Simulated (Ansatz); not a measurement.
Total energies of H4NOPS (`NP(O)S`).

Cartesian coordinates in Å:
```
N 0.7804 0.9720 -0.7157
P 0.1388 0.2359 0.6424
O 0.3101 -1.3890 0.3824
S -1.8663 0.4675 -0.0242
H 0.5280 0.6418 -1.6370
H 1.7396 1.2725 -0.6494
H 0.7395 -1.7896 1.1443
H -2.3700 -0.4112 0.8572
```

Total charge 0; spin multiplicity 1. Geometry: relaxed with PBE0-D4/def2-TZVP. It is one conformer, not always the lowest. Basis def2-TZVPP, Ansatz.

RPA on PBE orbitals: Hartree–Fock energy of these orbitals -869.98977 Eh, correlation -1.26503 Eh (frozen core).

| functional | energy without D4 (Eh) | D4 term (kJ/mol) |
| --- | --- | --- |
| B3LYP | -872.10190 | -29.8 |
| PBE-QIDH | -871.46464 | – |

(1) Give the same for LDA (SPW92), PBE, revPBE, BLYP, r2SCAN, B97M-V, PBE0, r2SCANh, r2SCAN0, HSE06 (plane-wave form), BHLYP, CAM-B3LYP, LC-ωPBE, ωB97X-V, ωB97M-V, B2PLYP. (Estimate.)

B3LYP takes the VWN-RPA correlation (the form of Gaussian; ORCA's B3LYP/G). HSE06 is the plane-wave form, built on full-range PBE exchange. The double hybrids freeze the cores in their second-order part.

Results:

(1) The calculation gave: 
```json
{"functional": "LDA (SPW92)", "energy without D4 (Eh)": "-868.44361", "D4 term (kJ/mol)": "–"}
{"functional": "PBE", "energy without D4 (Eh)": "-871.59270", "D4 term (kJ/mol)": "-18.2"}
{"functional": "revPBE", "energy without D4 (Eh)": "-871.88468", "D4 term (kJ/mol)": "-56.4"}
{"functional": "BLYP", "energy without D4 (Eh)": "-872.02951", "D4 term (kJ/mol)": "-40.9"}
{"functional": "r2SCAN", "energy without D4 (Eh)": "-871.94536", "D4 term (kJ/mol)": "-4.2"}
{"functional": "B97M-V", "energy without D4 (Eh)": "-871.84119", "D4 term (kJ/mol)": "–"}
{"functional": "PBE0", "energy without D4 (Eh)": "-871.65421", "D4 term (kJ/mol)": "-15.2"}
{"functional": "r2SCANh", "energy without D4 (Eh)": "-871.93314", "D4 term (kJ/mol)": "-4.4"}
{"functional": "r2SCAN0", "energy without D4 (Eh)": "-871.91593", "D4 term (kJ/mol)": "-4.9"}
{"functional": "HSE06 (plane-wave form)", "energy without D4 (Eh)": "-871.63395", "D4 term (kJ/mol)": "-14.2"}
{"functional": "BHLYP", "energy without D4 (Eh)": "-871.98753", "D4 term (kJ/mol)": "-22.9"}
{"functional": "CAM-B3LYP", "energy without D4 (Eh)": "-872.03577", "D4 term (kJ/mol)": "-15.4"}
{"functional": "LC-ωPBE", "energy without D4 (Eh)": "-871.77106", "D4 term (kJ/mol)": "–"}
{"functional": "ωB97X-V", "energy without D4 (Eh)": "-871.90577", "D4 term (kJ/mol)": "–"}
{"functional": "ωB97M-V", "energy without D4 (Eh)": "-871.98068", "D4 term (kJ/mol)": "–"}
{"functional": "B2PLYP", "energy without D4 (Eh)": "-871.72245", "D4 term (kJ/mol)": "–"}
```

LC-ωPBE has ω = 0.4 bohr⁻¹.
